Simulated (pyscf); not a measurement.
Optimised with ωB97X-D3(BJ)/def2-SVP in PySCF.

Task: For the elementary gas-phase step `[GeH3][AsH2]` + `[OH2]` → `[OH][GeH2][AsH2]` + `[H][H]` (singlet surface; Ge–H, H–O broken, Ge–O, H–H formed), what barrier and reaction energy does ωB97M-D3(BJ)/def2-TZVP give, measured from the separated reactants?

Result: ΔE‡ = 186.8 kJ/mol, ΔE = -0.3 kJ/mol. Zero-point energy shifts the barrier by -3.3 kJ/mol. It is a four-centre exchange, with an imaginary mode of 1346i cm⁻¹. At the saddle there is also a short Ge–H contact that neither side keeps. One saddle was located; it need not be the lowest between these sides. Elements up to Kr have no core potential and no relativistic terms here.
